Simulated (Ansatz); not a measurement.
# O2Si: the cost of one run

Program: Ansatz 0.2.0, Gaussian basis. Level of theory: def2-QZVPP, core rule «outside noble gas», up to 7 orbitals frozen. These are calculated values, not measurements.

Plan: UHF; ROHF; CCSD(T) on UHF.

2 further runs of the same task are left out: 2 set aside as unsound or not needed.

**1. The geometry**

The geometry is a PBE0/def2-TZVP stationary point (not a proven minimum) of the parent state, kept for this charge and spin.

3 atoms, charge 0, spin multiplicity 3.

Atoms are counted from 1 here; the program's logs count them from 0.

Bond lengths: Si1–O2 1.506 Å, Si1–O3 1.506 Å. Angles: O2–Si1–O3 180.0°.

**2. UHF**

in.yaml reads:

```yaml
crystal:
  periodic: [false, false, false]
  atoms:
    - {symbol: Si, position_ang: [0.000000, 0.000000, 0.000000]}
    - {symbol: O, position_ang: [0.000000, 0.000000, -1.506000]}
    - {symbol: O, position_ang: [0.000000, 0.000000, 1.506000]}
basis:
  gaussian: {orbitals: "def2-QZVPP.json"}
magnetization: {spin_polarized: true, initial_magnetization: 2}
hamiltonian: {xc: hf}
output: {orbitals: {seedname: orbitals}}
```

Launch:

```sh
> ansatz run in.yaml --threads 1 --pin off --events-out ev --progress --plain --max-ram 2393MiB
```

What time and memory should one allow on 1 thread of Arm Neoverse V2, shared host?

About 22 s, with a peak of 0.41 GiB.
